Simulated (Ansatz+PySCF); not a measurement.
Values are calculated unless marked as measured or tabulated.
Input for PySCF 2.14.0:

```python
from pyscf import gto, dft

mol = gto.M(atom="""
O 0.000000 0.000000 -0.594140
O 0.000000 0.000000 0.594140
O 29.874540 -0.532130 -0.232590
O 30.125460 0.532130 0.232590
""", basis='cc-pvdz', charge=0, spin=4)
mf = dft.UKS(mol, xc='pbe0')
mf.kernel()
print(mf.converged, mf.e_tot, mf.spin_square()[0])
```

The script is written out from the run's settings.

The run gave:

```json
{
 "Converged": "yes",
 "Total energy": "-300.36381 hartree",
 "Spin squared of the determinant": "6.014",
 "Cycles": "8"
}
```
